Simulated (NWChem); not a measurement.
Everything below was run with NWChem. System: C₂H (+1), charge 1, spin multiplicity 1, at a geometry optimised with PBE0/def2-SVP. The structure started from a generated list of species. Level: TDA-BHandHLYP/def2-SVPD.

NWChem printed:

```
             Northwest Computational Chemistry Package (NWChem) 7.3.0
             --------------------------------------------------------

                                NWChem Input Module
                                -------------------

 Scaling coordinates for geometry "geometry" by  1.889725989
 (inverse scale =  0.529177249)

 Turning off AUTOSYM since
 SYMMETRY directive was detected!

                             Geometry "geometry" -> ""
                             -------------------------

 Output coordinates in angstroms (scale by  1.889725989 to convert to a.u.)

  No.       Tag          Charge          X              Y              Z
 ---- ---------------- ---------- -------------- -------------- --------------
    1 C                    6.0000     0.78903800     0.07550900     0.00000000
    2 C                    6.0000    -0.53034500    -0.12625600     0.00000000
    3 H                    1.0000    -1.55215500     0.30448200     0.00000000

 Effective nuclear repulsion energy (a.u.)      18.4859507278

            Nuclear Dipole moment (a.u.)
            ----------------------------
        X                 Y               Z
 ---------------- ---------------- ----------------
     0.0000056692     0.0000000000     0.0000000000

      Symmetry information
      --------------------

 Group name             Cs
 Group number              2
 Group order               2
 No. of unique centers     3

      Symmetry unique atoms

     1    2    3


 Summary of "ao basis" -> "" (spherical)
 ------------------------------------------------------------------------------
       Tag                 Description            Shells   Functions and Types
 ---------------- ------------------------------  ------  ---------------------
 *                         def2-svpd                  on all atoms

                                 NWChem DFT Module
                                 -----------------

 Summary of "ao basis" -> "ao basis" (spherical)
 ------------------------------------------------------------------------------
       Tag                 Description            Shells   Functions and Types
 ---------------- ------------------------------  ------  ---------------------
 C                         def2-svpd                 8       20   4s2p2d
 H                         def2-svpd                 4        8   2s2p

 Summary of "ao basis" -> "ao basis" (spherical)
 ------------------------------------------------------------------------------
       Tag                 Description            Shells   Functions and Types
 ---------------- ------------------------------  ------  ---------------------
 C                         def2-svpd                 8       20   4s2p2d
 H                         def2-svpd                 4        8   2s2p

      Symmetry analysis of basis
      --------------------------

        a'         34
        a"         14

            General Information
            -------------------
          SCF calculation type: DFT
          Wavefunction type:  closed shell.
          No. of atoms     :     3
          No. of electrons :    12
           Alpha electrons :     6
            Beta electrons :     6
          Charge           :     1
          Spin multiplicity:     1
          Use of symmetry is: off; symmetry adaption is: on
          Maximum number of iterations: 100
          AO basis - number of functions:    48
                     number of shells:    20
          Convergence on energy requested:  1.00D-06
          Convergence on density requested:  1.00D-05
          Convergence on gradient requested:  5.00D-04

              XC Information
              --------------
                        BHLYP Method XC Functional
                     Hartree-Fock (Exact) Exchange  0.500
                        Slater Exchange Functional  0.500 local
                    Becke 1988 Exchange Functional  0.500 non-local
              Lee-Yang-Parr Correlation Functional  1.000

             Grid Information
             ----------------
          Grid used for XC integration:  medium
          Radial quadrature: Mura-Knowles
          Angular quadrature: Lebedev.
          Tag              B.-S. Rad. Rad. Pts. Rad. Cut. Ang. Pts.
[...]
            d_CD1 =   0.3651 Angstrom
            d_CD2 =  -1.0547 Angstrom
            d_CD3 =   1.8773 Angstrom
     Pearson C.C. =   0.0016

     Occ.    5  a'  ---  Virt.    9  a"       0.06713
     Occ.    6  a"  ---  Virt.    8  a'      -0.99108
     Occ.    6  a"  ---  Virt.   11  a'      -0.05254
     Occ.    6  a"  ---  Virt.   18  a'       0.06389
  ----------------------------------------------------------------------------
  Root   4 singlet a'             0.256001717 a.u.                6.9662 eV
  ----------------------------------------------------------------------------
     Transition Moments    X -0.07894   Y  0.45443   Z -0.00000
     Transition Moments   XX -0.18581  XY  1.23717  XZ -0.00000
     Transition Moments   YY  0.09181  YZ  0.00000  ZZ  0.04272
     Dipole Oscillator Strength                    0.0363078904
     Electric Quadrupole                           0.0000001387
     Magnetic Dipole                               0.0000030304
     Total Oscillator Strength                     0.0363110596

          sigma_e =   1.3186 Angstrom
          sigma_h =   1.1731 Angstrom
         |d_h->e| =   0.5186 Angstrom
            d_exc =   1.8300 Angstrom
            d_CD1 =   0.6641 Angstrom
            d_CD2 =  -0.7272 Angstrom
            d_CD3 =   2.3486 Angstrom
     Pearson C.C. =   0.0113

     Occ.    3  a'  ---  Virt.    7  a'       0.06837
     Occ.    3  a'  ---  Virt.    8  a'       0.06025
     Occ.    4  a'  ---  Virt.    7  a'      -0.11011
     Occ.    4  a'  ---  Virt.    8  a'       0.08634
     Occ.    5  a'  ---  Virt.    8  a'      -0.86495
     Occ.    5  a'  ---  Virt.   18  a'       0.06110
     Occ.    6  a"  ---  Virt.    9  a"       0.45908
  ----------------------------------------------------------------------------
  Root   5 singlet a'             0.272330509 a.u.                7.4105 eV
  ----------------------------------------------------------------------------
     Transition Moments    X -0.07002   Y -0.09196   Z -0.00000
     Transition Moments   XX  0.15659  XY  1.02733  XZ -0.00000
     Transition Moments   YY -0.02196  YZ -0.00000  ZZ  0.00484
     Dipole Oscillator Strength                    0.0024256331
     Electric Quadrupole                           0.0000001145
     Magnetic Dipole                               0.0000026367
     Total Oscillator Strength                     0.0024283843

          sigma_e =   1.1612 Angstrom
          sigma_h =   1.0664 Angstrom
         |d_h->e| =   0.8046 Angstrom
            d_exc =   1.7595 Angstrom
            d_CD1 =   0.8993 Angstrom
            d_CD2 =  -0.3092 Angstrom
            d_CD3 =   2.5641 Angstrom
     Pearson C.C. =   0.0149

     Occ.    3  a'  ---  Virt.    7  a'      -0.05550
     Occ.    4  a'  ---  Virt.    7  a'      -0.95135
     Occ.    4  a'  ---  Virt.    8  a'       0.08843
     Occ.    5  a'  ---  Virt.    7  a'      -0.05002
     Occ.    6  a"  ---  Virt.    9  a"      -0.27432
  ----------------------------------------------------------------------------
  Root   6 singlet a"             0.275997928 a.u.                7.5103 eV
  ----------------------------------------------------------------------------
     Transition Moments    X  0.00000   Y  0.00000   Z -0.58286
     Transition Moments   XX  0.00000  XY -0.00000  XZ -1.35708
     Transition Moments   YY -0.00000  YZ -0.02652  ZZ -0.00000
     Dipole Oscillator Strength                    0.0625081141
     Electric Quadrupole                           0.0000002063
     Magnetic Dipole                               0.0000036250
     Total Oscillator Strength                     0.0625119454

          sigma_e =   1.2796 Angstrom
          sigma_h =   1.1268 Angstrom
         |d_h->e| =   0.5848 Angstrom
            d_exc =   1.7988 Angstrom
            d_CD1 =   0.7376 Angstrom
            d_CD2 =  -0.6184 Angstrom
            d_CD3 =   2.3836 Angstrom
     Pearson C.C. =   0.0045

     Occ.    3  a'  ---  Virt.    9  a"      -0.06736
     Occ.    4  a'  ---  Virt.    9  a"      -0.10891
     Occ.    5  a'  ---  Virt.    9  a"       0.98268
     Occ.    5  a'  ---  Virt.   19  a"       0.06537
     Occ.    6  a"  ---  Virt.    8  a'       0.06492
  ----------------------------------------------------------------------------
  Root   7 singlet a'             0.416138712 a.u.               11.3237 eV
  ----------------------------------------------------------------------------
     Transition Moments    X  1.73128   Y  0.52101   Z  0.00000
     Transition Moments   XX  0.36070  XY  0.35472  XZ -0.00000
     Transition Moments   YY  0.11978  YZ -0.00000  ZZ  0.16794
     Dipole Oscillator Strength                    0.9068418772
     Electric Quadrupole                           0.0000000545
     Magnetic Dipole                               0.0000003077
     Total Oscillator Strength                     0.9068422394

          sigma_e =   1.6378 Angstrom
          sigma_h =   1.1744 Angstrom
         |d_h->e| =   0.3131 Angstrom
            d_exc =   2.0560 Angstrom
            d_CD1 =   0.7765 Angstrom
            d_CD2 =  -1.0930 Angstrom
            d_CD3 =   2.3691 Angstrom
     Pearson C.C. =  -0.0176

     Occ.    3  a'  ---  Virt.    7  a'       0.08588
     Occ.    3  a'  ---  Virt.   26  a'       0.05561
     Occ.    4  a'  ---  Virt.    7  a'       0.20667
     Occ.    4  a'  ---  Virt.    8  a'      -0.05718
     Occ.    4  a'  ---  Virt.   10  a'      -0.08383
     Occ.    5  a'  ---  Virt.    7  a'       0.18167
     Occ.    5  a'  ---  Virt.    8  a'      -0.41536
     Occ.    5  a'  ---  Virt.   10  a'      -0.24755
     Occ.    5  a'  ---  Virt.   11  a'       0.15015
     Occ.    5  a'  ---  Virt.   12  a'       0.06323
     Occ.    5  a'  ---  Virt.   13  a'      -0.13138
     Occ.    5  a'  ---  Virt.   17  a'       0.15369
     Occ.    5  a'  ---  Virt.   26  a'      -0.09892
     Occ.    5  a'  ---  Virt.   29  a'      -0.06331
     Occ.    6  a"  ---  Virt.    9  a"      -0.73871
     Occ.    6  a"  ---  Virt.   14  a"       0.08320
     Occ.    6  a"  ---  Virt.   19  a"       0.06672
  ----------------------------------------------------------------------------
  Root   8 singlet a"             0.442664010 a.u.               12.0455 eV
  ----------------------------------------------------------------------------
     Transition Moments    X  0.00000   Y  0.00000   Z  0.07794
     Transition Moments   XX -0.00000  XY  0.00000  XZ -0.27886
     Transition Moments   YY -0.00000  YZ  0.05724  ZZ -0.00000
     Dipole Oscillator Strength                    0.0017924785
     Electric Quadrupole                           0.0000000374
     Magnetic Dipole                               0.0000000592
     Total Oscillator Strength                     0.0017925752

          sigma_e =   1.6125 Angstrom
          sigma_h =   1.1080 Angstrom
         |d_h->e| =   1.6675 Angstrom
            d_exc =   2.5794 Angstrom
            d_CD1 =   2.1720 Angstrom
            d_CD2 =   0.3073 Angstrom
            d_CD3 =   4.2469 Angstrom
     Pearson C.C. =  -0.0125

     Occ.    4  a'  ---  Virt.    9  a"      -0.12403
     Occ.    6  a"  ---  Virt.    8  a'       0.05436
     Occ.    6  a"  ---  Virt.   10  a'      -0.88810
     Occ.    6  a"  ---  Virt.   11  a'      -0.40043
     Occ.    6  a"  ---  Virt.   12  a'       0.12223
     Occ.    6  a"  ---  Virt.   17  a'       0.07763
     Occ.    6  a"  ---  Virt.   22  a'       0.07405

              Target root =      1
          Target symmetry = none
      Ground state energy =    -76.023007148223
        Excitation energy =     -0.013912482193
     Excited state energy =    -76.036919630416

  stored tddft:energy   -76.036919630415781

 Task  times  cpu:        4.6s     wall:        4.6s

 Total times  cpu:        4.6s     wall:        4.6s
```

Task: Write an NWChem input that would produce this output.

Result: Several could match; the one computed here: 
```
start mol
memory heap 200 mb stack 900 mb global 1100 mb
charge 1
geometry units angstroms nocenter noautoz
  C      0.789038     0.075509     0.000000
  C     -0.530345    -0.126256     0.000000
  H     -1.552155     0.304482     0.000000
  symmetry group Cs
end
basis spherical
  * library def2-svpd
end
dft
  xc bhlyp
  semidirect memsize 60000000 filesize 0
  iterations 100
end
tddft
  cis
  nroots 8
  notriplet
  thresh 1e-4
end
task tddft energy
```
